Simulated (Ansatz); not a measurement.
**AlClO+ (doublet): wave-function methods side by side, def2-TZVPP**

The task here is to estimate one member of a computed series from the others.

Computed with Ansatz 0.2.0, Gaussian basis. Level: def2-TZVPP, core rule «outside noble gas», up to 11 orbitals frozen.

To be run: UHF; ROHF; CCSD(T) on UHF.

2 further runs of the same task are left out: 2 set aside as unsound or not needed.

### The geometry

The geometry is a PBE0/def2-TZVP stationary point (not a proven minimum) of the parent state, kept for this charge and spin.

3 atoms, charge 1, spin multiplicity 2.

Atoms are counted from 1 here; the program's logs count them from 0.

Bond lengths: Al1–O2 1.750 Å, Al1–Cl3 2.102 Å. Angles: O2–Al1–Cl3 112.3°.

Coordinates:

```
Al    0.00000   -0.61807    0.62553
O     0.00000    0.62258    1.86021
Cl    0.00000    0.18942   -1.31554
```

The first run:

in.yaml reads:

```yaml
crystal:
  periodic: [false, false, false]
  atoms:
    - {symbol: Al, position_ang: [0.000000, -0.618067, 0.625527]}
    - {symbol: O, position_ang: [0.000000, 0.622582, 1.860209]}
    - {symbol: Cl, position_ang: [0.000000, 0.189419, -1.315542]}
basis:
  gaussian: {orbitals: def2-TZVPP}
total_charge: 1
magnetization: {spin_polarized: true, initial_magnetization: 1}
hamiltonian: {xc: hf}
output: {orbitals: {seedname: orbitals}}
```

Run with:

```bash
ansatz run in.yaml --threads 1 --pin off --events-out ev --progress --plain --max-ram 4096MiB --backend cpu
```

Among the steps run: UHF; ROHF; CCSD(T) on UHF.

One of the session's tables, all rows but one given; the rest of the session is left out.

| method | from UCCSD(T) (meV) |
| --- | --- |
| ROHF | +12922.8 |
| UHF | +12786.2 |
| UMP2 | +1280.6 |
| UCCSD | ? |
| UCCSD(T) | 0 |

Estimate the missing values for UCCSD.

The run gave: from UCCSD(T) (meV): +519.6. In the column «from UCCSD(T) (meV)» it lies between UCCSD(T) (0) and UMP2 (+1280.6).
